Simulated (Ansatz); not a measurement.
**Worked example: SnH4⁺, quartet against SnH₄⁺, doublet**

Geometry (PBE0/def2-TZVP stationary point of a doublet), kept for both states:

```xyz
5

Sn    0.0000    0.0000    0.0000
H     0.5761    1.1516    1.1503
H    -0.5821   -1.1483    1.1506
H    -0.5743    1.1492   -1.1536
H     0.5802   -1.1525   -1.1473
```

Basis def2-SVP with its core potentials; Ansatz 0.2.0. Only valence electrons are correlated (noble-gas cores and the filled d shells of p-block atoms frozen). Prefix R: restricted or restricted open-shell reference; prefix U: unrestricted. No spin–orbit coupling is included; scalar relativity enters through the core potentials alone.

Full CI isn't at hand for all of this; UCCSDT(Q) serves as the reference, and is uncertain by about the last step of the cluster series.

| level | E(SnH4⁺, doublet) (hartree) | E(SnH4⁺, quartet) (hartree) |
| --- | --- | --- |
| UHF | -215.240850 | -215.061096 |
| UMP2 | -215.330084 | -215.126552 |
| UCCSD(T) | -215.365851 | -215.152445 |
| PBE | -216.248903 | -216.034586 |
| PBE0 | -216.257285 | -216.045337 |
| UCCSDT(Q) | -215.366998 | -215.153378 |

Question: Give the vertical gap, SnH4⁺ quartet less SnH4⁺ doublet, at each level in eV (1 hartree = 27.2114 eV), and each error against UCCSDT(Q).

Answer: UCCSDT(Q): (-215.153378 − (-215.366998)) × 27.2114 = 5.813 eV (the reference)
PBE0: (-216.045337 − (-216.257285)) × 27.2114 = 5.767 eV, error -0.046 eV
PBE: (-216.034586 − (-216.248903)) × 27.2114 = 5.832 eV, error 0.019 eV
UCCSD(T): (-215.152445 − (-215.365851)) × 27.2114 = 5.807 eV, error -0.006 eV
UMP2: (-215.126552 − (-215.330084)) × 27.2114 = 5.538 eV, error -0.275 eV
UHF: (-215.061096 − (-215.240850)) × 27.2114 = 4.891 eV, error -0.922 eV

Total energies of functionals can't be set beside those of wave-function methods, since they hold the core's correlation and their own absolute errors; only the differences compare.

In so small a basis the reference is far from its limit while semilocal and hybrid functionals are nearer theirs, so the functionals' errors here hold much of the reference's basis and frozen-core error, which can add to them or hide them.

Each level lands on the state that its own search finds. T1 diagnostics of restricted CCSD: 0.026 and 0.037.
